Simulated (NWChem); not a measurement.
Molecule: trimethylamine (C₃H₉N); SMILES CN(C)C

Results from NWChem. Pople sets run with spherical d functions. Each level has its own optimisation. Entropies are gas-phase, rigid-rotor, harmonic values for NWChem's default masses at 298.15 K and 1 bar, so the errors hold that model's part too (torsions, anharmonicity).

Measured entropy at 1 bar: 68.6 cal/(mol K) (CRC Handbook, as tabulated in the package chemicals).

| level | entropy at 1 bar (cal/(mol K)) | computed − measured |
|---|---|---|
| Hartree-Fock/STO-3G | 67.9 | -0.7 |
| Hartree-Fock/3-21G | … | … |
| Hartree-Fock/6-31G* | 67.9 | -0.7 |
| B3LYP/6-31G* | 68.6 | 0.0 |
| LDA (Slater exchange, VWN5)/def2-SVP | 68.9 | +0.3 |
| PBE/def2-SVP | 69.1 | +0.5 |
| BLYP/def2-SVP | 69.1 | +0.5 |
| PBE0/def2-SVP | … | … |

**Question.** Complete the blanks.

**Answer.** 
- PBE0/def2-SVP, entropy at 1 bar (cal/(mol K)): 68.8
- PBE0/def2-SVP, computed − measured: +0.2
- Hartree-Fock/3-21G, entropy at 1 bar (cal/(mol K)): 68.4
- Hartree-Fock/3-21G, computed − measured: -0.2
